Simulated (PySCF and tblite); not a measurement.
Values are calculated unless marked as measured or tabulated.
1-fluorobutane, C4H9F, numbered as in [CH3:1][CH2:2][CH2:3][CH2:4][F:5]. Search: ETKDG, MMFF94s, GFN2-xTB, 90 starts; geometries at PBE0-D3(BJ)/def2-SVP. Free energies are B3LYP-D3(BJ)/def2-SVP (IEF-PCM, chloroform) single points with GFN2-xTB rigid-rotor and vibrational terms (modes under about 100 cm⁻¹ blended into free rotors). Symmetry numbers and mirror images are counted. Conformers within 3 kcal/mol (GFN2-xTB free energy) were kept, 6 at most. GIAO shieldings: wB97X-D/pcSseg-1 (IEF-PCM, chloroform). Shifts are against TMS (¹H), TMS (¹³C), CFCl3 (¹⁹F) at the same level. Run with PySCF (density fitting) and tblite.

Torsions listed: C1–C2–C3–C4, C2–C3–C4–F5. Of a mirror pair one member is shown.

```json
{"conformer": "1", "shape": "176°, -62°", "point group": "C1", "mirror pair": "yes", "ΔE(DFT)": "0.00", "Δ(G−E) at 250 K": "0.00", "δ C4 (ppm)": "85.8"}
{"conformer": "2", "shape": "63°, 56°", "point group": "C1", "mirror pair": "yes", "ΔE(DFT)": "0.35", "Δ(G−E) at 250 K": "0.08", "δ C4 (ppm)": "81.2"}
{"conformer": "3", "shape": "-67°, 67°", "point group": "C1", "mirror pair": "yes", "ΔE(DFT)": "0.37", "Δ(G−E) at 250 K": "0.15", "δ C4 (ppm)": "88.8"}
{"conformer": "4", "shape": "180°, 180°", "point group": "Cs", "mirror pair": "no", "ΔE(DFT)": "0.54", "Δ(G−E) at 250 K": "-0.09", "δ C4 (ppm)": "86.2"}
{"conformer": "5", "shape": "65°, 176°", "point group": "C1", "mirror pair": "yes", "ΔE(DFT)": "1.08", "Δ(G−E) at 250 K": "0.03", "δ C4 (ppm)": "85.7"}
```

Energies in kcal/mol; the thermal term leaves out symmetry numbers and mirror images.

Problem. Work out the weights at 250 K and the ¹³C shift of C4 under fast exchange.

Solution. RT = 0.497 kcal/mol. Each conformer gets RT ln(σ/g), with σ the rotational symmetry number and g = 2 for a mirror pair: 1: σ = 1, g = 2, G = 0.00 + 0.00 − 0.34 = -0.34, 0.00 above the lowest, exp(−ΔG/RT) = 1.000; 2: σ = 1, g = 2, G = 0.35 + 0.08 − 0.34 = 0.08, 0.42 above the lowest, exp(−ΔG/RT) = 0.426; 3: σ = 1, g = 2, G = 0.37 + 0.15 − 0.34 = 0.18, 0.53 above the lowest, exp(−ΔG/RT) = 0.347; 4: σ = 1, g = 1, G = 0.54 − 0.09 + 0.00 = 0.45, 0.79 above the lowest, exp(−ΔG/RT) = 0.202; 5: σ = 1, g = 2, G = 1.08 + 0.03 − 0.34 = 0.76, 1.11 above the lowest, exp(−ΔG/RT) = 0.108. The sum is 2.083, so the weights are 48.0, 20.4, 16.6, 9.7, 5.2 %. The averaged shift is 85.4 ppm. At 298.15 K it is 85.4 ppm. At 298.15 K the leading conformer alone gives 85.8 ppm and bare DFT energies give 85.5 ppm.
